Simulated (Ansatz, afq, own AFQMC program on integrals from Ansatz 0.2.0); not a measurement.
**Where AFQMC and coupled cluster stand for GeH4Cl, doublet**

```yaml
atoms:
  - { symbol: Ge, position_ang: [-1.0510, 0.0000, 0.0000] }
  - { symbol: H, position_ang: [-1.5625, 1.4466, 0.0000] }
  - { symbol: H, position_ang: [-1.5625, -0.7233, 1.2528] }
  - { symbol: H, position_ang: [-1.5625, -0.7233, -1.2528] }
  - { symbol: H, position_ang: [0.4833, 0.0000, 0.0000] }
  - { symbol: Cl, position_ang: [2.2730, 0.0000, 0.0000] }
```

Connectivity, by distances: GeH4 ··· Cl.

Basis cc-pVTZ. Noble-gas cores (and the filled d shells of Ga–Kr and In–Xe) are frozen. Ansatz 0.2.0 and our own AFQMC program on the same integrals; the CISD trial comes from CCSD amplitudes, and released means the phaseless constraint is let go. ± is one standard error of the sampling. No spin–orbit coupling.

Determinant: UHF, the one that the program's search chose, which needn't be the lowest solution. The geometry is a point of a scan.

No full CI on the walks' own integrals is used here. The released AFQMC energy serves as the reference, which it does only where one determinant dominates, the energy is flat over the last release times and near the phaseless one (40 meV or 2 meV an electron, half that with transition metals). On small molecules, where full CI could be run and the noise was under 10 meV, such values lay within 10 meV of it in 19 cases of 20, a flattering rate, since the rule was set on those same cases; what remains of the bias isn't in the error bar.

Cautions: no relativity below Rb; no spin-orbit coupling; inner d shell frozen; the released value is read at 1.50 1/Eh (meV from the phaseless value at times in 1/Eh: -4 ± 3 at 0.24, -10 ± 8 at 0.51, -10 ± 9 at 0.99, -18 ± 7 at 1.50).

```
T1 diagnostic                               : 0.0159
weight of the determinant in the CISD state : 0.848
⟨S²⟩ of the determinant                     : 0.770
size of the correlated space                : 15 electrons in 114 orbitals
```

Reference: AFQMC with the constraint released, correlation energy -10.224 ± 0.007 eV.

| level | E − E(reference) (meV) | share of correlation (%) |
| --- | --- | --- |
| HF | 10223.9 ± 7.3 | 0.00 |
| MP2 | 1687.4 ± 7.3 | 83.50 |
| CCSD | 360.7 ± 7.3 | 96.47 |
| CCSD(T) | 49.3 ± 7.3 | 99.52 |
| ph-AFQMC/CISD | 18.4 ± 9.4 | 99.82 |

A walk keeps the symmetry of its determinant, which the program's search chose and which needn't be the lowest solution, so a lower state of the same spin and another symmetry isn't excluded. Released energies are given only where the last usable release times agree within the noise; a slower fall can still hide under it.
